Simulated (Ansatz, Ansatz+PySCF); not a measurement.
```yaml
atoms:
  - { symbol: Li, position_ang: [0.0039, -0.0027, -0.4083] }
  - { symbol: H, position_ang: [-0.0091, -0.0012, 1.2024] }
```

RHF-MP2 on singlet LiH was run in several spherical basis sets with Ansatz (development build ahead of 0.2.0). Frozen core: 0 orbitals.

Task: Rank the basis sets by the total energy that they give, lowest first, with the distance from the lowest.
A. cc-pVTZ
B. STO-3G
C. def2-TZVP
D. 6-31G(d)
E. cc-pVDZ
F. def2-SVP

Result: C (0.00 eV), A (0.29 eV), E (0.82 eV), F (0.98 eV), D (1.10 eV), B (4.41 eV).

Totals follow the description of the cores as much as that of the bonds, so this order isn't one of quality for chemistry.
